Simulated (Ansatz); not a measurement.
A run of Ansatz (development build ahead of 0.2.0) on singlet CH₄S at this shape:

```yaml
atoms:
  - { symbol: C, position_ang: [0.0000, -0.0295, -1.2404] }
  - { symbol: S, position_ang: [0.0000, -0.0644, 0.7165] }
  - { symbol: H, position_ang: [0.0000, -1.1629, -1.5920] }
  - { symbol: H, position_ang: [-0.9719, 0.4953, -1.6749] }
  - { symbol: H, position_ang: [0.9719, 0.4953, -1.6749] }
  - { symbol: H, position_ang: [0.0000, 1.3794, 0.9200] }
```

Its results:

- Converged: yes
- Reference energy: -437.69601 hartree
- Correlation energy: -0.29225 hartree
- Total energy: -437.98825 hartree
- Spin squared of the determinant: 0.000

**Question.** Which input gives this output? Name the method, the orbitals and the basis set, and write the input.

**Answer.** RHF-MP2 in cc-pVDZ. An unrestricted run that stays on the closed shell gives the same numbers.

```yaml
crystal:
  periodic: [false, false, false]
  atoms:
    - { symbol: C, position_ang: [0.0, -0.02954, -1.2404] }
    - { symbol: S, position_ang: [0.0, -0.06436, 0.71652] }
    - { symbol: H, position_ang: [0.0, -1.1629, -1.59205] }
    - { symbol: H, position_ang: [-0.97187, 0.49525, -1.67495] }
    - { symbol: H, position_ang: [0.97187, 0.49525, -1.67495] }
    - { symbol: H, position_ang: [0.0, 1.37942, 0.92003] }
basis:
  gaussian: { orbitals: cc-pVDZ }
hamiltonian:
  xc: hf
correlation:
  method: mp2
  frozen_orbitals: { C: 1, H: 0, S: 5 }
```
